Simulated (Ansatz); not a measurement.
H5OSi2 can be A, `[SiH2]O[SiH3]`•, or B, `O[SiH][SiH3]`•.

Computed with Ansatz on PBE0-D4/def2-TZVP structures; ΔE is electronic, products minus reactants. CCSD(T)/CBS is the MP2 limit (def2-TZVPP, def2-QZVPP) plus CCSD(T) − MP2 in def2-TZVPP, frozen cores. DFT in def2-TZVPP. B3LYP here is the variant with VWN-RPA as its local correlation; programs differ in this. Open shells (•) are unrestricted, without spin–orbit coupling. Each species was taken in one conformer, which may not be the lowest.

(1) Which isomer does CCSD(T)/CBS put lower? Give the gap. (Best estimate.)

(2) Give E(B) − E(A) in kcal/mol with PBE0-D4, B3LYP-D4, BLYP-D4, B2PLYP, r2SCAN-D4, LDA (SPW92), PBE-D4. (Best estimate.)

(3) Does the order hold for the free energy at 298.15 K (harmonic terms from PBE0-D4)? (An estimate is asked.)

Largest T1 diagnostic: 0.016.

Answers

(1) The calculation gave: A, by 22.2 kcal/mol.

(2) Ansatz gave: PBE0-D4 17.8, B3LYP-D4 22.1, BLYP-D4 20.4, B2PLYP 23.4, r2SCAN-D4 20.1, LDA (SPW92) 15.5, PBE-D4 15.3. None reverses the order clearly.

(3) The calculation gave: Yes: G(B) − G(A) = +24.0 kcal/mol, for one conformer each. Modes under 60 cm⁻¹, often nearly free rotors, make the harmonic entropy too high.

In def2-TZVPP, CCSD(T) changes the Hartree–Fock value by −7.6 kcal/mol (the triples alone add −1.0 kcal/mol) and MP2 by −5.2 kcal/mol. From PBE to PBE0 (25 % exact exchange), in def2-TZVPP and without D4, E(B) − E(A) moves by +2.6 kcal/mol.
